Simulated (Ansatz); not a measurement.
A nudged elastic band was laid between two geometries of AlH4N + H2 (8 atoms, charge 0, multiplicity 1).

The calculation used Ansatz 0.2.0, RKS BLYP/6-31G*.

```json
{
 "movable images": "7",
 "climbing image": "yes",
 "spring": "5.0 eV/Å²",
 "optimiser": "quadratic models (default)",
 "start path": "through a guess of the saddle point",
 "force threshold": "0.05 eV/Å",
 "iteration limit": "60",
 "end points": "relaxed"
}
```

First end point:

```xyz
8
Properties=species:S:1:pos:R:3
Al 0.111 -0.852 0.082
N 0.014 -0.121 1.719
H -0.847 0.001 2.253
H 0.817 0.181 2.273
H 1.558 -0.996 -0.572
H -1.258 -1.296 -0.604
H -0.457 3.472 1.705
H -0.353 2.735 1.611
```

Last end point:

```xyz
8
Properties=species:S:1:pos:R:3
Al 0.063 0.391 -0.035
N -0.158 0.390 2.063
H -0.360 -0.553 2.421
H 0.696 0.720 2.532
H 1.328 -0.601 -0.161
H -1.383 -0.191 -0.448
H 0.326 1.965 -0.266
H -0.928 1.003 2.362
```

Q: What changes between the two ends?

A: Bonds broken: H7–H8. Bonds formed: Al1–H7, N2–H8. AlH4N + H2 becomes AlH6N.

Q: Give the energies along the band, and the barrier.

A: The forces met the threshold. The highest image is number 5 of 0 to 8, 23.1 kcal/mol above the first end and 31.9 kcal/mol above the last; the last end lies 8.8 kcal/mol below the first. A vibrational analysis at the climbing image gives one clearly imaginary mode, 1239i cm⁻¹: a first-order saddle point. The orbitals stay closed-shell, which can raise the energy where a bond breaks towards radicals; this wasn't checked here.

| image | path coordinate (Å) | energy (kcal/mol) | H7–H8 (Å) | Al1–H7 (Å) | N2–H8 (Å) |
| --- | --- | --- | --- | --- | --- |
| 0 | 0.00 | 0.0 | 0.75 | 4.65 | 2.88 |
| 1 | 0.76 | 0.1 | 0.75 | 4.28 | 2.96 |
| 2 | 1.53 | 0.5 | 0.75 | 3.82 | 3.02 |
| 3 | 2.29 | 1.6 | 0.75 | 3.14 | 2.76 |
| 4 | 3.06 | 6.5 | 0.76 | 2.46 | 2.21 |
| 5 | 3.82 | 23.1 | 1.01 | 1.84 | 1.44 |
| 6 | 4.66 | -4.0 | 2.02 | 1.63 | 1.03 |
| 7 | 5.50 | -8.4 | 2.82 | 1.61 | 1.03 |
| 8 | 6.33 | -8.8 | 3.07 | 1.61 | 1.03 |

Q: What is the geometry of the highest image?

A: 
```xyz
8
Properties=species:S:1:pos:R:3
Al 0.002 0.037 0.181
N -0.056 0.257 2.101
H -0.870 -0.012 2.662
H 0.793 0.215 2.674
H 1.453 -0.210 -0.429
H -1.362 -0.484 -0.457
H -0.196 1.856 0.404
H -0.180 1.465 1.332
```

Q: What are the harmonic wavenumbers there?

A: 1239i, 292, 414, 564, 591, 616, 712, 741, 766, 904, 1432, 1540, 1692, 1754, 1890, 1903, 3413, 3513 cm⁻¹.

The band took 10 iterations and of the order of 80 core-seconds.

The run took 79 s on 1 thread of Arm Neoverse V2, with other jobs on the host, peak memory 0.09 GiB.
